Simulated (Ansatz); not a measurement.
```yaml
crystal:
  periodic: [false, false, false]
  atoms:
    - {symbol: Si, position_ang: [0.863175, 0.007822, 0.685922]}
    - {symbol: Si, position_ang: [-0.352025, 1.423420, -0.459361]}
    - {symbol: Si, position_ang: [-0.511150, -1.431242, -0.226560]}
basis:
  gaussian: {orbitals: def2-SVPD}
magnetization: {spin_polarized: true, initial_magnetization: 2}
hamiltonian: {xc: {name: PBE0-DH}}
scf: {omitted_lower_state_checks: [starts]}
```

```sh
$ ansatz run in.yaml --threads 2 --pin off --events-out ev --progress --plain --max-ram 4352MiB
```

It prints (some lines left out):

```
Functional definition: PBE0-DH
690 factors; integrals over basis functions are off by at most 8.5e-4 eV
mean field evaluation 1: about -23607.2270 eV, gradient 7.7e0 eV
mean field evaluation 2: about -23607.2279 eV, gradient 7.7e0 eV
mean field evaluation 4: about -23607.8146 eV, gradient 1.3e0 eV
mean field evaluation 8: about -23607.8423 eV, gradient 5.4e-2 eV
mean field evaluation 16: about -23607.8425 eV, gradient 4.0e-4 eV
mean field -23607.84249949 eV, -867.5722098857 hartree, gradient 7.7e-6 eV, S^2 2.016587; 0 other end points of the search recorded, 0 dependent functions left out
15 core orbitals not correlated: weight in the atoms' cores, before any rotation towards them, 1.000 or more for the frozen orbitals, at most 0.000 for the correlated occupied ones
reference -23607.84251522 eV, -867.5722104641 hartree; 7, 5 occupied and 50, 52 virtual orbitals, 690 factors
second order -9.67070570 eV of doubles, -0.00000000 eV of singles
Total energy: -23609.05135344 eV, -867.6166344490 hartree
Checks for a lower state left out: starts
```

Run time 2.4 s (2 threads of Arm Neoverse V2 on a shared host).

Correlated methods freeze 15 core orbitals.
